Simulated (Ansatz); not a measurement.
System: 2H WS2. Method: HSE06 in Ansatz (PAW).

Run with plane-wave cutoff 460 eV, 9×9×2 k mesh (along the axes of the cell as run), Fermi–Dirac smearing 0.01 eV, no spin polarisation, scalar-relativistic PAW data made under PBE.

Cell (measured lattice):

```cif
data_S4W2
_chemical_formula_sum 'W2 S4'
_space_group_name_H-M_alt 'P63/mmc'
_space_group_IT_number 194
_space_group_name_Hall '-P 6c 2c'
_cell_length_a 3.15300
_cell_length_b 3.15300
_cell_length_c 12.32300
_cell_angle_alpha 90.000
_cell_angle_beta 90.000
_cell_angle_gamma 120.000
loop_
_atom_site_label
_atom_site_type_symbol
_atom_site_symmetry_multiplicity
_atom_site_Wyckoff_symbol
_atom_site_fract_x
_atom_site_fract_y
_atom_site_fract_z
_atom_site_occupancy
W1 W 2 c 0.33333 0.66667 0.25000 1
S1 S 4 f 0.66667 0.33333 0.12300 1
```

Question: Give the computed band gap, smallest direct gap on the k points sampled and direct gap at Γ.

Answer: 
- band gap: 1.50 eV
- smallest direct gap on the k points sampled: 2.31 eV
- direct gap at Γ: 2.99 eV

Note: cell and atoms aren't relaxed at this level (largest force component 0.25 eV/Å, pressure 0.5 GPa).

Spin–orbit coupling is not included.

Static lattice: no zero-point or thermal effects.

Computing time: around 4 core-minutes (rough).

Ansatz is a program for electronic structure.
